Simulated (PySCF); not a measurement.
## Which basis set comes closest?

Molecule: `c1ccccc1`, C6H6.

Mapped SMILES: `[cH:1]1[cH:2][cH:3][cH:4][cH:5][cH:6]1` (H(Xn): hydrogen on atom n).

Geometry PBE0-D3(BJ)/def2-SVP throughout; GIAO in PySCF 2.14, gas phase, one conformer, non-relativistic; equivalent atoms averaged; functional PBE0.

Reference values (measured; solution, THF-d8, 298 K; Fulmer et al., Organometallics 2010, 29, 2176): δ(H(C1)/H(C2)/H(C3)/H(C4)/H(C5)/H(C6)) = 7.31 ppm, δ(C1/C2/C3/C4/C5/C6) = 128.8 ppm. Computed shifts are taken against TMS, calculated as an isolated molecule at each level.

Task: How do the basis sets STO-3G, 6-31G, pcSseg-0, 6-31G*, def2-SVP, cc-pVDZ, pcSseg-1, aug-cc-pVDZ, 6-311+G(2d,p), def2-TZVP, cc-pVTZ, IGLO-III, pcSseg-2 perform against the reference? Times are CPU seconds on shared hosts with different chips, so compare them loosely.

Result: 
| basis set | functions | H(C1)/H(C2)/H(C3)/H(C4)/H(C5)/H(C6) | C1/C2/C3/C4/C5/C6 | abs. error H | abs. error C | core-s |
| --- | --- | --- | --- | --- | --- | --- |
| STO-3G | 36 | 7.07 | 110.8 | 0.24 | 18.0 | 2.5 |
| 6-31G | 66 | 7.41 | 124.4 | 0.10 | 4.4 | 4.7 |
| pcSseg-0 | 66 | 7.31 | 138.4 | 0.00 | 9.6 | 4 |
| 6-31G* | 96 | 7.29 | 122.2 | 0.02 | 6.6 | 6.7 |
| def2-SVP | 114 | 7.24 | 126.3 | 0.07 | 2.5 | 7.7 |
| cc-pVDZ | 114 | 7.32 | 128.1 | 0.01 | 0.7 | 8.7 |
| pcSseg-1 | 132 | 7.47 | 134.0 | 0.16 | 5.2 | 9 |
| aug-cc-pVDZ | 192 | 7.60 | 127.5 | 0.29 | 1.3 | 18 |
| 6-311+G(2d,p) | 198 | 7.61 | 132.0 | 0.30 | 3.2 | 18 |
| def2-TZVP | 222 | 7.60 | 133.6 | 0.29 | 4.8 | 23 |
| cc-pVTZ | 264 | 7.56 | 132.8 | 0.25 | 4.0 | 30 |
| IGLO-III | 270 | 7.60 | 136.9 | 0.29 | 8.1 | 29 |
| pcSseg-2 | 300 | 7.62 | 138.1 | 0.31 | 9.3 | 32 |

For $^{1}$H the closest is pcSseg-0 (0.00 ppm, with cc-pVDZ, 6-31G* practically level) and the furthest pcSseg-2 (0.31 ppm).

For $^{13}$C the closest is cc-pVDZ (0.7 ppm) and the furthest STO-3G (18.0 ppm). Where a smaller basis beats a larger one, errors probably cancel; the largest sets show where the functional converges. One molecule is a small sample, and vibrational and solvent effects are absent from the calculation.

A small basis that lands close on one nucleus may do so by chance; judge by the trend and by all nuclei.
